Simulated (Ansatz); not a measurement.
**B₂O+ (quartet): wave-function methods side by side, cc-pVDZ**

An exercise on one series of results from a longer session: the logs are not shown, and one member is left open.

Computed with Ansatz 0.2.0, Gaussian basis. Level: cc-pVDZ, core rule «outside noble gas», up to 3 orbitals frozen.

The runs, in order: UHF; CCSD(T) on ROHF; CCSD(T) on UHF; BCCD(T) on ROHF; CISD; CCSDT(Q) on ROHF; CCSDT(Q) on UHF.

26 further runs of the same task are left out: 9 for a known fault of the program, 1 for a mislabelled method, 7 that didn't finish, 9 set aside as unsound or not needed.

### The system

The geometry is a PBE0/def2-TZVP stationary point (not a proven minimum) of the parent state, kept for this charge and spin.

3 atoms, charge 1, spin multiplicity 4.

Atoms are counted from 1 here; the program's logs count them from 0.

Bond lengths: B1–O2 1.329 Å, O2–B3 1.303 Å. Angles: B1–O2–B3 180.0°.

Coordinates:

```xyz
3

B     0.0000    0.0000    1.3205
O     0.0000    0.0000   -0.0086
B     0.0000    0.0000   -1.3119
```

Set-up of the first run:

File in.yaml:

```yaml
crystal:
  periodic: [false, false, false]
  atoms:
    - {symbol: B, position_ang: [0.000000, 0.000000, 1.320500]}
    - {symbol: O, position_ang: [0.000000, 0.000000, -0.008600]}
    - {symbol: B, position_ang: [0.000000, 0.000000, -1.311900]}
basis:
  gaussian: {orbitals: cc-pVDZ}
total_charge: 1
magnetization: {spin_polarized: true, initial_magnetization: 3}
hamiltonian: {xc: hf}
output: {orbitals: {seedname: orbitals}}
```

Launch:

```bash
$ ansatz run in.yaml --threads 1 --pin off --events-out ev --progress --plain --max-ram 2393MiB
```

Steps of the session up to this table: UHF; CCSD(T) on ROHF; CCSD(T) on UHF; BCCD(T) on ROHF; CISD; CCSDT(Q) on ROHF; CCSDT(Q) on UHF.

One table of the session follows, with a row left open; its other results are not shown here.

| method | from UCCSDT(Q) (meV) |
| --- | --- |
| ROHF | +7606.9 |
| UHF | +7305.8 |
| RMP2 | +701.7 |
| UMP2 | +656.7 |
| CISD | +807.0 |
| RCCSD | +298.8 |
| UCCSD | +283.2 |
| RCCSD(T) | +48.7 |
| UCCSD(T) | ? |
| BCCD(T) | +48.4 |
| RCCSDT | +24.4 |
| UCCSDT | +24.2 |
| RCCSDT(Q) | +5.6 |
| UCCSDT(Q) | 0 |

**Question.** Estimate the row for UCCSD(T).

The run gave: from UCCSDT(Q) (meV): +51.4. In the column «from UCCSDT(Q) (meV)» it lies between RCCSD(T) (+48.7) and UCCSD (+283.2).

To keep in mind: Restricted and unrestricted rows rest on different reference determinants; where their highest levels disagree by more than a few hundredths of an eV, they describe different states and don't form one ladder.
